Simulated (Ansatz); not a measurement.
Geometry optimisation, UKS B3LYP-D4/def2-SVP in Ansatz.

The input (input.yaml):

```yaml
crystal:
  periodic: [false, false, false]
  atoms:
    - { symbol: B, position_ang: [0.0, 0.0, 0.0] }
    - { symbol: H, position_ang: [0.0, 0.0, 1.44] }
    - { symbol: H, position_ang: [1.0305, 0.0, -0.595] }
    - { symbol: C, position_ang: [-1.3856, 0.0, -0.8] }
    - { symbol: H, position_ang: [-1.9458, -0.9305, -0.5708] }
    - { symbol: H, position_ang: [-1.9898, 0.8797, -0.4946] }
    - { symbol: H, position_ang: [-1.1839, 0.0508, -1.8903] }
    - { symbol: H, position_ang: [0.0, 0.0, 2.4] }
magnetization:
  spin_polarized: true
  initial_magnetization: 1
basis:
  gaussian: { orbitals: def2-SVP }
hamiltonian:
  xc: b3lyp
  dispersion: d4
relax:
  f_tol: 0.15
  max_steps: 25
  restrain:
    - { distance: [1, 7], at: 1.86, k: 30.0 }
    - { distance: [0, 1], at: 1.19, k: 30.0 }
output:
  orbitals: {}
```

Run as:

```bash
$ ansatz run input.yaml --threads 1 --pin off --max-ram 2048MiB --backend cpu --events-out ev --progress --plain --runs-dir out
```

Question: Where does it end, and by what steps?

Answer: The forces met the threshold. The restraints hold the end off the free minimum; the threshold counts their pulls, which the force column leaves out. Restrained pairs: H2–H8 (0.96 → 1.86 Å), B1–H2 (1.44 → 1.20 Å). After 6 steps the energy has fallen by 0.301 eV (the restraints' own energy left out); H8 moved furthest, 0.58 Å.

```tsv
step	energy less start (eV)	largest force component (eV/Å)	accepted
0	0.0000	1.294	yes
1	-0.1842	0.787	yes
2	-0.1715	2.063	yes
3	0.0111	2.642	yes
4	-0.2764	0.651	yes
5	-0.2155	1.057	no
6	-0.3008	0.330	yes
```

```xyz
8
Properties=species:S:1:pos:R:3
B 0.001 0.018 -0.086
H -0.003 0.060 1.114
H 1.068 -0.063 -0.638
C -1.353 0.022 -0.854
H -1.891 -0.907 -0.576
H -2.009 0.833 -0.494
H -1.284 0.066 -1.952
H -0.002 -0.030 2.975
```

Time of the run: 15 s on 1 thread of Arm Neoverse V1, on a shared host, peak memory 0.12 GiB.
